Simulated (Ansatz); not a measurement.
`N=C[SiH3]`, relaxed with RKS PBE0-D4/def2-TZVP in the Gaussian-basis code of Ansatz from a PBE-D4/def2-SVP geometry. The force threshold is 0.005 eV/Å; the program also tests the step.

The species carries charge 0 and has multiplicity 1.

Start:

```xyz
8

N    -0.220   -1.644    0.431
C    -0.110   -0.393    0.704
Si    0.157    0.814   -0.755
H    -0.357   -2.200    1.299
H    -0.159    0.017    1.747
H     1.445    0.483   -1.455
H     0.224    2.229   -0.243
H    -0.981    0.694   -1.729
```

Problem. By how much does the energy fall, and how many steps does the optimiser take? (An estimate is asked.)

Solution. Ansatz gave: 1.46 kcal/mol, in 18 steps, 2 of them rejected.

Problem. Which bonds change most? (Best estimate.)

Solution. Ansatz gave: C2–Si3 from 1.912 to 1.889 Å; Si3–H8 from 1.503 to 1.481 Å; C2–H5 from 1.122 to 1.102 Å; Si3–H7 from 1.506 to 1.488 Å.

Problem. Give the relaxed structure. (An estimate is asked.)

Solution. Ansatz gave: 
```xyz
8

N    -0.731   -1.453    0.535
C     0.035   -0.448    0.649
Si    0.153    0.803   -0.761
H    -0.698   -2.046    1.368
H     0.643   -0.276    1.552
H     1.566    0.880   -1.222
H    -0.232    2.146   -0.249
H    -0.737    0.393   -1.871
```
